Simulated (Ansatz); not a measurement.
Hematite (α-Fe2O3) was calculated with PBE (Ansatz, a program for electronic structure, plane waves, PAW).

Settings: plane-wave cutoff 930 eV, 8×8×8 k mesh, Fermi–Dirac smearing 0.01 eV, spin-polarised with opposed moments, scalar-relativistic PAW data made under PBE.

Starting structure:

```yaml
crystal:
  lattice:
    - [2.52000, -1.45492, -4.58333]
    - [-2.52000, -1.45492, -4.58333]
    - [0.00000, 2.90985, -4.58333]
  atoms:
    - { symbol: Fe, position: [0.85500, 0.85500, 0.85500] }
    - { symbol: Fe, position: [0.35500, 0.35500, 0.35500] }
    - { symbol: Fe, position: [0.14500, 0.14500, 0.14500] }
    - { symbol: Fe, position: [0.64500, 0.64500, 0.64500] }
    - { symbol: O, position: [0.44400, 0.05600, 0.75000] }
    - { symbol: O, position: [0.05600, 0.75000, 0.44400] }
    - { symbol: O, position: [0.55600, 0.94400, 0.25000] }
    - { symbol: O, position: [0.25000, 0.55600, 0.94400] }
    - { symbol: O, position: [0.94400, 0.25000, 0.55600] }
    - { symbol: O, position: [0.75000, 0.44400, 0.05600] }
```

Problem. Into what structure does the relaxation of cell and atoms lead at this level, with the symmetry of the start kept?

Solution. The volume shrinks by 0.5 %; final space group R-3c.
```yaml
crystal:
  lattice:
    - [2.50328, -1.44527, -4.62310]
    - [-2.50328, -1.44527, -4.62310]
    - [0.00000, 2.89054, -4.62310]
  atoms:
    - { symbol: Fe, position: [0.85600, 0.85600, 0.85600] }
    - { symbol: Fe, position: [0.35600, 0.35600, 0.35600] }
    - { symbol: Fe, position: [0.14400, 0.14400, 0.14400] }
    - { symbol: Fe, position: [0.64400, 0.64400, 0.64400] }
    - { symbol: O, position: [0.44024, 0.05976, 0.75000] }
    - { symbol: O, position: [0.05976, 0.75000, 0.44024] }
    - { symbol: O, position: [0.55976, 0.94024, 0.25000] }
    - { symbol: O, position: [0.25000, 0.55976, 0.94024] }
    - { symbol: O, position: [0.94024, 0.25000, 0.55976] }
    - { symbol: O, position: [0.75000, 0.44024, 0.05976] }
```
